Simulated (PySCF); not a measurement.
**Cl₃⁺ at several levels of theory**

All levels use the PBE0 minimum (singlet; Cl–Cl 1.964 Å (×2); Cl–Cl–Cl 109.4°), basis [Cl def2-TZVP], no relativity, density fitting, no spin–orbit coupling, PySCF. For vertical energies the ionised species is a doublet (spins chosen at PBE0 and kept) and the electron-attached one a doublet. Open shells are unrestricted, also as the reference of the correlated levels. Dipoles are about the centre of mass. A dash marks a value that was not computed or is not defined at that level.

```csv
level,vertical IP (eV),vertical EA (eV),−ε(HOMO) (eV),gap (eV),dipole (D)
PBE0,?,?,?,?,?
HF,17.95,7.52,18.70,12.34,0.54
MP2,?,?,–,–,–
PBE,17.34,8.19,13.85,2.21,0.50
r2SCAN,17.55,8.35,14.17,2.56,0.53
B3LYP,17.73,8.29,15.03,4.16,0.54
TPSSh,17.61,8.24,14.57,3.39,0.52
MN15,18.17,8.08,16.23,6.37,0.53
```

(1) Fill in the row of MP2.

(2) Fill in the row of PBE0.

## Answers

(1) vertical IP (eV) 17.89, vertical EA (eV) 8.03.

(2) vertical IP (eV) 17.80, vertical EA (eV) 8.29, −ε(HOMO) (eV) 15.31, gap (eV) 4.67, dipole (D) 0.53.
